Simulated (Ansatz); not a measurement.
# How the LA phonon frequency at L of zinc-blende AlAs moves with the method

No measured value is used here.

```
level (code)                   value (cm⁻¹)  cell (Å³/atom)
-----------------------------  ------------  --------------
LDA (Ansatz)                            209           22.29
PBE (Ansatz)                            [?]           23.50
PBE-D3(BJ) (Ansatz)                     210           22.72
B3LYP (VWN-RPA form) (Ansatz)           [?]           23.57
HSE06 (Ansatz)                          216           22.93
PBE0 (Ansatz)                           216           22.90
```

### Question
What belongs in the gaps?

### Answer

- PBE (Ansatz, a quantum-chemistry and plane-wave program), value (cm⁻¹): 204
- B3LYP (VWN-RPA form) (Ansatz), value (cm⁻¹): 214

PBE-D3(BJ): the dispersion coefficients are held fixed in the derivatives. Each level is taken at its own relaxed cell. K meshes differ between the levels. Ansatz's density-functional and Hartree–Fock values are scalar-relativistic unless marked +SOC, with PAW data made under PBE.
